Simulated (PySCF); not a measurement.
First-order multiplets

Cartesian coordinates in Å; atom numbers follow the order of the lines, from 1:
```xyz
12

C     1.8181    0.1757    0.2754
N     0.3915    0.1172    0.0982
C    -0.3586   -0.9639   -0.2262
C    -1.6637   -0.5217   -0.3320
C    -1.5791    0.8588   -0.0531
N    -0.3314    1.2285    0.2030
H     2.0498    0.7488    1.1831
H     2.3014    0.6649   -0.5842
H     2.2135   -0.8427    0.3792
H     0.0844   -1.9500   -0.3499
H    -2.5451   -1.1121   -0.5692
H    -2.3807    1.5965   -0.0244
```

Theoretical values (PySCF 2.14.0 with density-fitted response routines): geometry: PBE0-D3(BJ)/def2-SVP, NMR shieldings at PBE/pcSseg-2/GIAO, spin–spin couplings from B3LYP/pcJ-1 (spin–dipole term only in couplings to heteroatoms). One averaged value for each set of equivalent atoms, a single conformation, no relativistic terms, in vacuum.

Scale: $^{13}$C (σref 179.39) and $^{1}$H (σref 31.18) against TMS (reference shieldings calculated alike).

Spectrometer: 800 MHz for $^{1}$H. First-order analysis; couplings under 1 Hz (under 4 Hz in carbon signals) are ignored, and nearly equal couplings are merged; the smaller ones broaden or split the lines further.

(1) What pattern does C5 show in the proton-coupled $^{13}$C spectrum?

(2) What pattern does H10 show ($^{1}$H)?

(3) What pattern does H11 show ($^{1}$H)?

(4) What pattern does H12 show ($^{1}$H)?

Answers

(1) A doublet of doublets of doublets at δ 144.5: 194.7 Hz to H12 (1 × $^{1}$H, 1 bond away), 8.8 Hz to H10 (1 × $^{1}$H, 3 bonds away), 6.5 Hz to H11 (1 × $^{1}$H, 2 bonds away). Lines in Hz from the centre (relative intensity): +105.0 (1), +98.5 (1), +96.2 (1), +89.7 (1), -89.7 (1), -96.2 (1), -98.5 (1), -105.0 (1). The outer lines are 210.0 Hz apart, the sum of the couplings kept, or 1.044 ppm at this field.

(2) A doublet at δ 7.17: 2.6 Hz to H11 (1 × $^{1}$H, 3 bonds away). Lines in Hz from the centre (relative intensity): +1.3 (1), -1.3 (1). The outer lines are 2.6 Hz apart, the sum of the couplings kept, or 0.003 ppm at this field.

(3) A triplet at δ 6.32: 2.4 Hz to H10 and H12 (2 × $^{1}$H, 3 bonds away). Lines in Hz from the centre (relative intensity): +2.4 (1), +0.0 (2), -2.4 (1). The outer lines are 4.8 Hz apart, the sum of the couplings kept, or 0.006 ppm at this field.

(4) A doublet at δ 7.46: 2.1 Hz to H11 (1 × $^{1}$H, 3 bonds away). Lines in Hz from the centre (relative intensity): +1.1 (1), -1.1 (1). The outer lines are 2.1 Hz apart, the sum of the couplings kept, or 0.003 ppm at this field.

Unscaled 3J(H,H) at this level run about 10 % above measured values.
